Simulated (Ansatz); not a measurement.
CH$_{6}$OSi, SMILES `C[SiH2]O`. Total charge 0; spin multiplicity 1. All single points use the PBE0-D4/def2-TZVP geometry. It is one conformer, not always the lowest.

```xyz
9

C     0.932   -0.699   -0.137
Si   -0.731    0.070    0.203
O    -0.649    1.710    0.374
H     0.841   -1.787   -0.198
H     1.642   -0.461    0.659
H     1.350   -0.347   -1.084
H    -1.281   -0.423    1.489
H    -1.664   -0.292   -0.904
H    -0.440    2.230   -0.402
```

**Question.** What is the dipole moment at B3LYP/def2-TZVPP? (Best estimate.)

**Answer.** The calculation gave: 1.67 D, with components (0.96, -0.10, -1.36) D in this frame, pointing from negative to positive charge.

**Question.** And with PBE, r2SCAN, ωB97M-V? (Estimate.)

**Answer.** Computed: PBE 1.65 D, r2SCAN 1.69 D, ωB97M-V 1.68 D.

**Question.** Give the Mulliken charges with B3LYP, r2SCAN, ωB97M-V in def2-TZVPP. (Estimate.)

**Answer.** The calculation gave: 
```json
{"atom": "C1", "B3LYP": "-0.39", "r2SCAN": "-0.31", "ωB97M-V": "-0.45"}
{"atom": "Si2", "B3LYP": "0.52", "r2SCAN": "0.53", "ωB97M-V": "0.44"}
{"atom": "O3", "B3LYP": "-0.41", "r2SCAN": "-0.43", "ωB97M-V": "-0.39"}
{"atom": "H4", "B3LYP": "0.10", "r2SCAN": "0.07", "ωB97M-V": "0.11"}
{"atom": "H5", "B3LYP": "0.11", "r2SCAN": "0.08", "ωB97M-V": "0.12"}
{"atom": "H6", "B3LYP": "0.09", "r2SCAN": "0.06", "ωB97M-V": "0.11"}
{"atom": "H7", "B3LYP": "-0.09", "r2SCAN": "-0.09", "ωB97M-V": "-0.05"}
{"atom": "H8", "B3LYP": "-0.11", "r2SCAN": "-0.11", "ωB97M-V": "-0.07"}
{"atom": "H9", "B3LYP": "0.18", "r2SCAN": "0.19", "ωB97M-V": "0.17"}
```

B3LYP here is the variant with VWN-RPA as its local correlation; programs differ in this.
